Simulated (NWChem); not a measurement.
System: water (H2O); SMILES O

Computed with NWChem. Each level has its own optimisation; frequencies are unscaled.

```
level             basis functions  r H–O (Å)  highest harmonic frequency (cm⁻¹)  lowest (cm⁻¹)  zero-point energy (kcal/mol)  dipole (D)  relative time
----------------  ---------------  ---------  ---------------------------------  -------------  ----------------------------  ----------  -------------
PBE0/cc-pVDZ                   24      0.965                               3931           1665                          13.5        1.96              1
PBE0/aug-cc-pVDZ               41      0.962                               3965           1627                          13.5        1.87              2
PBE0/cc-pVTZ                   58      0.958                               3966           1644                          13.5        1.92              3
PBE0/aug-cc-pVTZ               92      0.959                               3964           1636                          13.5        1.85             10
```

Times are rough ratios from one shared machine.
